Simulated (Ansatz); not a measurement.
# C2H3Si: the cost of one run

Program: Ansatz 0.2.0. Level of theory: UKS PBE0/6-31G*. These are calculated values, not measurements.

## (1) The starting structure

Bond lengths: C1–C2 1.210 Å, C2–Si3 1.814 Å, C1–H4 1.051 Å, Si3–H5 1.451 Å, Si3–H6 1.451 Å. Angles: C1–C2–Si3 174.6°, C2–C1–H4 178.0°, C2–Si3–H5 115.8°, C2–Si3–H6 116.0°, H5–Si3–H6 118.1°.

Coordinates:

```xyz
6

C    -0.6695   -1.6096   -0.2214
C    -0.2280   -0.4929   -0.0742
Si    0.2764    1.2395    0.1127
H    -1.0189   -2.5939   -0.3430
H     1.1167    1.7698   -0.9446
H     0.5233    1.6870    1.4705
```

## (2) End point A

File input.yaml:

```yaml
crystal:
  periodic: [false, false, false]
  atoms:
    - { symbol: C, position_ang: [-0.66954, -1.60964, -0.22139] }
    - { symbol: C, position_ang: [-0.22799, -0.49291, -0.0742] }
    - { symbol: Si, position_ang: [0.27641, 1.23951, 0.11266] }
    - { symbol: H, position_ang: [-1.01889, -2.59386, -0.34297] }
    - { symbol: H, position_ang: [1.11667, 1.76985, -0.94456] }
    - { symbol: H, position_ang: [0.52333, 1.68704, 1.47045] }
magnetization:
  spin_polarized: true
  initial_magnetization: 1
basis:
  gaussian: { orbitals: "6-31G*" }
hamiltonian:
  xc: pbe0
relax:
  f_tol: 0.02
  max_steps: 50
```

Run with:

```sh
$ ansatz run input.yaml --threads 1 --pin off --max-ram 2048MiB --backend cpu --events-out ev --progress --plain --runs-dir out
```

Q: Estimate wall time and peak memory on 1 thread of Intel Xeon at 2.70GHz, shared host.

About 21 s, with a peak of 0.14 GiB.
